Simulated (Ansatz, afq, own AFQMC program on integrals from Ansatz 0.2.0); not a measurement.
# Pd, singlet → Pd⁺, doublet

A free Pd atom.

E(doublet, charge +1) − E(singlet, charge +0) at this geometry, on RHF and UHF determinants.

Basis def2-SVP with its core potentials. Only valence electrons are correlated. Ansatz 0.2.0 and our own AFQMC program on the same integrals; the CISD trial comes from CCSD amplitudes, and released means the phaseless constraint is let go. ± is one standard error of the sampling. No spin–orbit coupling. The metal's outer-core s and p shells are frozen, which shifts wave-function levels against functionals. The errors of all members are added in quadrature.

No full CI on the walks' own integrals is used here; CCSDTQ serves as the reference and is uncertain by about the last step of the cluster series. Each member takes its own surest rung, up to full CI.

Errors are counted within def2-SVP, not against nature.

Cautions: no spin-orbit coupling; outer-core shells of the metal frozen; Pd (singlet): the released energies have errors that jump between times, so the bars are unsure, so no released level is given (meV from the phaseless value at times in 1/Eh: -26 ± 3 at 0.60, -34 ± 4 at 1.20, 47 ± 62 at 2.00, -14 ± 8 at 3.00, 5 ± 13 at 4.20).

```json
{"level": "CCSD", "vertical ionization energy (kcal/mol)": "175.3"}
{"level": "HF", "vertical ionization energy (kcal/mol)": "144.6"}
```

**Question.** From these cheaper values, estimate the vertical ionization energy at the reference level in def2-SVP.

**Answer.** 178.2 kcal/mol (CCSDTQ in def2-SVP).

```csv
level,vertical ionization energy (kcal/mol),error against CCSDTQ (kcal/mol)
MP2,182.0,3.8
CCSD(T),178.7,0.4
CCSDT,178.3,0.1
CCSDT(Q),178.0,-0.2
ph-AFQMC/CISD,178.6 ± 0.06,0.4 ± 0.06
```

Correlation beyond CCSD(T) takes off 0.4 kcal/mol. The perturbative (T) step is worth +3.3 kcal/mol.

CCSDT and higher add their correlation energy to the determinant of the CCSD(T) run, since their own runs factorise the integrals more tightly (a shift of under 2 meV). A walk keeps the symmetry of its determinant, which the program's search chose and which needn't be the lowest solution, so a lower state of the same spin and another symmetry isn't excluded.
